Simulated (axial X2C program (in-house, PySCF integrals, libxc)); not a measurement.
**SiN⁻: from the state search to constants**

What are the state, bond length, wavenumber and bond energy of SiN⁻, and what does spin–orbit coupling change?

The runs use an in-house X2C program for linear molecules on PySCF integrals; all-electron X2C, Si dyall-av3z, N dyall-av3z.

All values are calculated.

## Step 1: Set-up

task.json

```json
{
 "zs": [
  14,
  7
 ],
 "q": -1,
 "bas": [
  "dyall-av3z",
  "dyall-av3z"
 ],
 "levels": [
  "PBE0",
  "HF",
  "TPSSh"
 ],
 "cc": true,
 "r0": 1.67,
 "thr": -2.0,
 "nmax": 90,
 "npts": 10,
 "nst": 2,
 "ntry": 6
}
```

Keys: zs atomic numbers; q charge; bas basis sets; levels methods (HF also brings MP2); cc coupled cluster on or off; r0 starting distance in Å; thr threshold in hartree for freezing inner shells (an s shell follows its p shell); nmax most natural virtual spinors; npts points asked for on the curve; nst determinants followed; ntry starts of the search.

Run with:

```sh
python so2c.py task.json out
```

Spin-free means the one-electron spin-free X2C Hamiltonian; two-component (2c) means X2C with spin–orbit coupling and atomic mean-field two-electron Coulomb and Gaunt terms. Basis: Si dyall-av3z contracted to [9s8p3d2f], N dyall-av3z contracted to [7s7p3d2f]; Gaussian nuclei, density fitting. Masses: Si 27.977 u, N 14.003 u.

Notation: σ, π±, δ± give the projection m of an orbital's angular momentum (0, ±1, ±2), α and β its spin, Λ and M_S the sums; ω is the projection of a spinor's total angular momentum and Ω the sum. Logs are in hartree.

The runs that follow: PBE0, spin-free; HF, spin-free; TPSSh, spin-free; MP2 and beyond, spin-free; PBE0, 2c; HF, 2c; TPSSh, 2c; MP2 and beyond, 2c.

Before running it: what results should come out? Wanted: for each run, Hamiltonian; Re; ωe; De; μ.

**Answer**, as computed:

Lowest determinant found, spin-free: M_S = 0, Λ = 0 (closed shell).

Lowest determinant found, 2c: Ω = 0 (closed shell).

| Hamiltonian | level | Re (Å) | ωe (cm⁻¹) | De (eV) | μ (D) |
| --- | --- | --- | --- | --- | --- |
| spin-free | PBE0 | 1.586 | 1197 | 5.70 | -2.64 |
| spin-free | HF | 1.557 | 1324 | 1.68 | -3.26 |
| spin-free | MP2 | 1.637 | 993 | 6.46 | n/a |
| spin-free | CCSD | 1.597 | 1166 | 5.39 | n/a |
| spin-free | CCSD(T) | 1.612 | 1109 | 5.86 | n/a |
| spin-free | TPSSh | 1.595 | 1165 | 5.80 | -2.44 |
| 2c | PBE0 | 1.587 | 1197 | 5.70 | -2.64 |
| 2c | HF | 1.557 | 1324 | 1.68 | -3.26 |
| 2c | CCSD | 1.597 | 1166 | 5.39 | n/a |
| 2c | CCSD(T) | 1.612 | 1109 | 5.86 | n/a |
| 2c | TPSSh | 1.595 | 1165 | 5.80 | -2.44 |

Dipoles are positive if N is the positive end and refer to the centre of mass. No constants: 2c MP2 (the curve is not smooth near its minimum).

What this shows: At CCSD(T), going from spin-free to two-component changes Re by 0 mÅ, ωe by -0.1 % and De by 0.00 eV; the spin-free picture holds up (part of it comes from the scalar share of the two-electron terms).

De refers to Si- + N. Each curve is one determinant whose occupation by symmetry is held fixed; it was picked as the lowest of a PBE0 search that is not exhaustive. The closed shell is kept restricted, so the energy runs too high when the bond is stretched far. De is counted from the lowest determinant-based energies of the atoms at the same level, without counterpoise correction. Coupled cluster ran in a truncated set of natural virtual spinors; the MP2 energy of the rest was added. The meta-GGAs lack a current-density term, which matters for open shells with orbital currents, atoms included. T1 reaches 0.024, slightly above the customary mark of 0.02.
